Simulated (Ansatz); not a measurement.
# CH5AlSi: one structure at several levels

One table from this session's results is given with a row withheld; the runs are named, their logs left out.

Computed with Ansatz 0.2.0, Gaussian basis. Level: single points in def2-TZVPP.

Cores are frozen in the correlated methods.

### The starting structure

SMILES `[CH2]1[AlH][SiH2]1`, 8 atoms, charge 0, spin multiplicity 1.

Atoms are counted from 1 here; the program's logs count them from 0.

Bond lengths: C1–Al2 1.979 Å, C1–Si3 2.055 Å, C1–H4 1.340 Å, C1–H5 1.042 Å, Al2–Si3 2.389 Å, Al2–H6 1.384 Å, Si3–H7 1.585 Å, Si3–H8 1.720 Å. Angles: Al2–C1–Si3 72.6°, Al2–C1–H4 118.8°, Al2–C1–H5 137.0°, Si3–C1–H4 112.3°, Si3–C1–H5 101.7°, H4–C1–H5 103.0°, C1–Al2–Si3 55.2°, C1–Al2–H6 159.2°, Si3–Al2–H6 142.9°, C1–Si3–Al2 52.2°, C1–Si3–H7 107.4°, C1–Si3–H8 102.6°, Al2–Si3–H7 139.2°, Al2–Si3–H8 126.9°, H7–Si3–H8 89.3°.

Geometry (Å):

```mol
CH5AlSi
  3D, bonds by distance, orders not assigned

  8  8  0  0  0  0  0  0  0  0999 V2000
   -0.4469    0.3664   -0.8259 C   0  0
   -0.0116    1.3531    0.8332 Al  0  0
    0.5756   -0.9227    0.4048 Si  0  0
   -1.7126   -0.0222   -1.0315 H   0  0
    0.0069    0.1840   -1.7464 H   0  0
   -0.1071    2.2984    1.8400 H   0  0
    1.5745   -1.7527   -0.5041 H   0  0
   -0.4674   -2.2888    0.4671 H   0  0
  1  2  8  0
  1  3  8  0
  1  4  8  0
  1  5  8  0
  2  3  8  0
  2  6  8  0
  3  7  8  0
  3  8  8  0
M  END
```

Set-up of the first run:

Contents of run/in.yaml:

```yaml
crystal:
  periodic: [false, false, false]
  atoms:
    - {symbol: C, position_ang: [-0.446900, 0.366400, -0.825900]}
    - {symbol: Al, position_ang: [-0.011600, 1.353100, 0.833200]}
    - {symbol: Si, position_ang: [0.575600, -0.922700, 0.404800]}
    - {symbol: H, position_ang: [-1.712600, -0.022200, -1.031500]}
    - {symbol: H, position_ang: [0.006900, 0.184000, -1.746400]}
    - {symbol: H, position_ang: [-0.107100, 2.298400, 1.840000]}
    - {symbol: H, position_ang: [1.574500, -1.752700, -0.504100]}
    - {symbol: H, position_ang: [-0.467400, -2.288800, 0.467100]}
basis:
  gaussian: {orbitals: def2-TZVPP}
correlation: {method: ccsd_t}
output: {forces: true}
```

The command line of these runs was not kept.

Among the steps run: CCSD(T)/def2-TZVPP; PBE0-D4/def2-TZVPP; wB97M-V/def2-TZVPP; r2SCAN-D4/def2-TZVPP; PBE-D4/def2-TZVPP; SPW92/def2-TZVPP; HSE06-D4/def2-TZVPP.

One of the session's tables, all rows but one given; the rest of the session is left out.

| method | RMS force component (eV/Å) | angle to CCSD(T) forces (°) | dipole (D) |
| --- | --- | --- | --- |
| CCSD(T) | 2.060 | reference | 2.98 |
| PBE0-D4 | 2.079 | 2.9 | 2.93 |
| wB97M-V | 2.081 | 2.8 | 3.18 |
| r2SCAN-D4 | 2.059 | 2.6 | 2.90 |
| PBE-D4 | 2.004 | 4.6 | 2.76 |
| SPW92 | ? | ? | ? |
| HSE06-D4 | 2.078 | 2.9 | 2.92 |

**Question.** Estimate the row for SPW92.

As computed: RMS force component (eV/Å): 2.071; angle to CCSD(T) forces (°): 7.0; dipole (D): 2.65. In the column «RMS force component (eV/Å)» it lies between CCSD(T) (2.060) and HSE06-D4 (2.078).
